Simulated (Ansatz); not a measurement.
Ideal-gas functions of `O=S(=O)(F)Cl` at 500 K and 1 bar, from an Ansatz frequency run at PBE0-D4/def2-TZVP.

Molar mass 118.52 g/mol, point group Cs (symmetry number 1), electronic degeneracy 1, moments of inertia 99.817, 175.518, 176.341 u Å². Harmonic wavenumbers (cm⁻¹, unscaled): 290, 302, 421, 475, 505, 636, 844, 1265, 1507.

Use S(trans) = R[1.5 ln M + 2.5 ln T − 1.1517]; rotational temperatures θ = 24.2544 K / I; S(rot) = R[ln(√π/σ · √(T³/θAθBθC)) + 1.5]; for each mode x = 1.438777 ν̃/T, S = R[x/(eˣ − 1) − ln(1 − e⁻ˣ)] and H = RT x/(eˣ − 1); 1 cm⁻¹ = 0.0119627 kJ/mol; R = 8.31446 J/(mol·K).

Q: By hand: the entropy, in J/(mol·K).

A: Translation 179.2. Rotation: θ = 0.243, 0.1382, 0.1375 K, giving 117.1. Vibration, mode by mode: 10.06, 9.74, 7.21, 6.33, 5.90, 4.36, 2.72, 1.04, 0.59, in all 47.9. Electronic 0.0. Sum 344.2 J/(mol·K).

Q: By hand: H − E and G − E in kJ/mol, counted from the electronic energy.

A: Zero-point energy ½ × 6245 × 0.0119627 = 37.4; thermal vibration 14.3; translation, rotation and pV give 4 RT = 16.6. H − E = 68.3 kJ/mol, and G − E = 68.3 − 500 × 344.2/1000 = -103.8 kJ/mol.

Vibration gives 14 % of the entropy.
